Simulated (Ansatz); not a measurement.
Input file for `SSC1CO1`:

```yaml
crystal:
  periodic: [false, false, false]
  atoms:
    - {symbol: S, position_ang: [-2.637877, 0.776715, 0.282181]}
    - {symbol: S, position_ang: [-1.327509, -0.767652, 0.024940]}
    - {symbol: C, position_ang: [0.160801, 0.082735, -0.441877]}
    - {symbol: C, position_ang: [1.435062, -0.584802, -0.192912]}
    - {symbol: O, position_ang: [1.022191, 0.531151, 0.578132]}
    - {symbol: H, position_ang: [-2.318634, 1.099327, 1.550869]}
    - {symbol: H, position_ang: [0.047790, 0.761848, -1.283017]}
    - {symbol: H, position_ang: [2.265931, -0.410725, -0.871012]}
    - {symbol: H, position_ang: [1.440845, -1.534995, 0.335397]}
basis:
  gaussian: {orbitals: def2-TZVPP}
correlation: {method: ccsd_t}
```

```sh
$ ansatz run in.yaml --threads 4 --pin off --events-out ev --progress --plain --max-ram 10444MiB
```

Output of Ansatz, abridged:

```
Functional definition: HF
1383 factors; integrals over basis functions are off by at most 1.1e-3 eV
mean field evaluation 1: about -25793.8895 eV, gradient 3.1e1 eV
mean field evaluation 2: about -25794.2892 eV, gradient 3.1e1 eV
mean field evaluation 4: about -25796.9039 eV, gradient 4.8e0 eV
mean field evaluation 8: about -25796.9823 eV, gradient 3.7e-1 eV
mean field -25796.98303364 eV, -948.0216406631 hartree, gradient 5.8e-6 eV, S^2 0.000000; 0 other end points of the search recorded, 0 dependent functions left out
13 core orbitals not correlated: weight in the atoms' cores, before any rotation towards them, 1.000 or more for the frozen orbitals, at most 0.000 for the correlated occupied ones
reference -25796.98303364 eV, -948.0216406631 hartree; 15, 15 occupied and 205, 205 virtual orbitals, 1383 factors
second order -24.86623124 eV of doubles, -0.00000000 eV of singles
cycle   1  -25.19324180 eV  change   -3.3e-1 eV  update   1.2e-1
cycle   2  -25.85955369 eV  change   -6.7e-1 eV  update   3.5e-2
cycle   3  -26.00603535 eV  change   -1.5e-1 eV  update   1.7e-2
cycle   4  -25.99461133 eV  change    1.1e-2 eV  update   4.1e-3
cycle   5  -25.99331928 eV  change    1.3e-3 eV  update   2.1e-3
cycle   6  -25.99399842 eV  change   -6.8e-4 eV  update   6.8e-4
cycle   7  -25.99358666 eV  change    4.1e-4 eV  update   3.1e-4
cycle   8  -25.99348038 eV  change    1.1e-4 eV  update   9.4e-5
cycle   9  -25.99351626 eV  change   -3.6e-5 eV  update   4.0e-5
cycle  10  -25.99351449 eV  change    1.8e-6 eV  update   1.5e-5
perturbative correction -1.22044952 eV, -0.0448506925 hartree
Total energy: -25824.19699764 eV, -949.0217353940 hartree
```

Run time 120 s (4 threads of an Arm Neoverse V1 on a shared host); peak host memory 4 GiB.

The correlation energy is -27.214 eV, 4.5 % of it from (T); the T1 diagnostic reads 0.0125.
